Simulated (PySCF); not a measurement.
Species: C₂H₄.
Atom-mapped SMILES: `[CH2:1]=[CH2:2]` (hydrogens: H3, H4 on C1; H5, H6 on C2)

A GFN2-xTB structure was refined with PBE0-D3(BJ)/def2-SVP geometry optimisation, gas phase (PySCF). Its GFN2-xTB values:

```json
{"coordinate": "C1=C2", "GFN2-xTB": "1.338 Å"}
{"coordinate": "C1–H3", "GFN2-xTB": "1.087 Å"}
{"coordinate": "C1–H4", "GFN2-xTB": "1.067 Å"}
{"coordinate": "C2–C1–H3", "GFN2-xTB": "118.5°"}
{"coordinate": "H3–C1–H4", "GFN2-xTB": "116.8°"}
```

How do these coordinates change at the PBE0-D3(BJ)/def2-SVP level?

```
coordinate  PBE0-D3(BJ)/def2-SVP (Å or °)  change
     C1–H4                          1.094  +0.027
     C1=C2                          1.330  -0.008
     C1–H3                          1.094  +0.007
  C2–C1–H3                          121.5    +3.0
  H3–C1–H4                          116.7    -0.1
```

The energy falls by 4.7 kJ/mol over 5 energy and gradient evaluations, the largest force component goes from 0.0255 to 3.0e-04 Eh/bohr, and the atoms move by 0.024 Å rms after alignment. Among the bonds, C1–H4 and C2–H6 change most and about equally (+0.026 to +0.027 Å). Bonds longer at the end by more than 0.005 Å: 4 of 5; shorter: 1. Rotational constants go from 150459, 29942, 24973 to 144540, 30052, 24879 MHz.

The run used 48 basis functions and 29 SCF cycles in all. The run took 2.0 s of wall time on one thread of an Arm Neoverse V2 (shared host), and the process peaked at 0.25 GiB of memory.

No PBE0-D3(BJ)/def2-SVP frequencies stand behind this structure, so it isn't proved a minimum.
